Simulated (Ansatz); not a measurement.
# C4H8O2: the cost of one run

Method: the levels named in each step, in Ansatz 0.2.0.

**1. Starting point**

Bond lengths: O2–C3 1.202 Å, C3–C4 1.505 Å, C4–C5 1.540 Å, C3–C6 1.509 Å, C5–C6 1.541 Å, O1–H7 0.958 Å, O1–H8 0.968 Å, C4–H9 1.088 Å, C4–H10 1.088 Å, C5–H11 1.087 Å, C5–H12 1.087 Å, C6–H13 1.089 Å, C6–H14 1.089 Å. Angles (14 of 22 angles, heavy atoms first): O2–C3–C4 133.5°, O2–C3–C6 133.9°, C4–C3–C6 92.6°, C3–C4–C5 88.8°, C4–C5–C6 90.0°, C3–C6–C5 88.6°, C3–C4–H9 113.8°, C3–C4–H10 113.4°, C5–C4–H9 116.6°, C5–C4–H10 115.9°, C4–C5–H11 114.5°, C4–C5–H12 114.1°, C6–C5–H11 114.4°, C6–C5–H12 114.0°.

Structure file:

```xyz
14

O     2.4895   -1.2008   -1.0257
O    -0.2626   -1.3609   -0.2045
C    -0.5103   -0.2303    0.1192
C     0.3094    1.0301    0.1932
C    -0.9547    1.7857    0.6441
C    -1.7590    0.4726    0.5914
H     2.8410   -2.0442   -1.3145
H     1.5711   -1.3666   -0.7683
H     0.7419    1.3292   -0.7594
H     1.1173    0.9786    0.9207
H    -0.8849    2.2298    1.6337
H    -1.2959    2.5410   -0.0593
H    -2.1247    0.1082    1.5500
H    -2.5835    0.4445   -0.1191
```

**2. A rough first relaxation, PBE-D4/def2-SVP**

File input.yaml:

```yaml
crystal:
  periodic: [false, false, false]
  atoms:
    - { symbol: O, position_ang: [2.48952, -1.20076, -1.02567] }
    - { symbol: O, position_ang: [-0.26259, -1.36086, -0.20454] }
    - { symbol: C, position_ang: [-0.51035, -0.23026, 0.11917] }
    - { symbol: C, position_ang: [0.30941, 1.03008, 0.19319] }
    - { symbol: C, position_ang: [-0.95468, 1.78575, 0.64407] }
    - { symbol: C, position_ang: [-1.75902, 0.47258, 0.59139] }
    - { symbol: H, position_ang: [2.84104, -2.04416, -1.3145] }
    - { symbol: H, position_ang: [1.57106, -1.36659, -0.76831] }
    - { symbol: H, position_ang: [0.74193, 1.32915, -0.75943] }
    - { symbol: H, position_ang: [1.11734, 0.97864, 0.92067] }
    - { symbol: H, position_ang: [-0.88486, 2.22979, 1.63367] }
    - { symbol: H, position_ang: [-1.29588, 2.54097, -0.05927] }
    - { symbol: H, position_ang: [-2.12474, 0.10816, 1.55005] }
    - { symbol: H, position_ang: [-2.58355, 0.44453, -0.11913] }
basis:
  gaussian: { orbitals: def2-SVP }
hamiltonian:
  xc: pbe
  dispersion: d4
relax:
  f_tol: 0.03
  max_steps: 200
```

The run is started by

```console
$ ansatz run input.yaml --threads 4 --pin off --max-ram 10240MiB --backend cpu --events-out ev --progress --plain --runs-dir out
```

**Question.** How long does this run take on 4 threads of Arm Neoverse V1, shared host, and how much memory does it need?

About 27 s, with a peak of 0.17 GiB.
